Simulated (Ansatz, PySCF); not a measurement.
This PySCF input computes a CCSD(T)/cc-pVDZ energy:

```python
from pyscf import gto, scf, mp, cc as ccmod

mol = gto.M(
    atom='''
    O     0.06462128    0.00157913    0.02700513
    H     0.00178962    0.80279151   -0.53584283
    H     0.01908461   -0.83637053   -0.48137831
    H    -0.53784446    0.02094599    0.80118010
    ''',
    basis='cc-pvdz',
    charge=1,
    spin=0,
    verbose=4,
)

mf = scf.RHF(mol)
mf.conv_tol = 1e-10
mf.max_cycle = 100
mf.kernel()
mp2 = mp.MP2(mf, frozen=1).run()
cc = ccmod.CCSD(mf, frozen=1)
cc.max_cycle = 100
cc.kernel()
et = cc.ccsd_t()
print(f'E(CCSD(T)) = {cc.e_tot + et:.9f}')
```

Write an input for the same energy in Ansatz (an electronic-structure program) and say what it gives.


Ansatz 0.2 input:
```yaml
crystal:
  periodic: [false, false, false]
  atoms:
    - {symbol: O, position_ang: [0.06462128, 0.00157913, 0.02700513]}
    - {symbol: H, position_ang: [0.00178962, 0.80279151, -0.53584283]}
    - {symbol: H, position_ang: [0.01908461, -0.83637053, -0.48137831]}
    - {symbol: H, position_ang: [-0.53784446, 0.02094599, 0.80118010]}
basis:
  gaussian:
    orbitals: cc-pVDZ
total_charge: 1
magnetization: {spin_polarized: false}
correlation: {method: ccsd_t, electrons: outside_noble_gas}
```
It gives -76.52873 Eh, and PySCF -76.52873 Eh, a difference of 0.00 mEh.
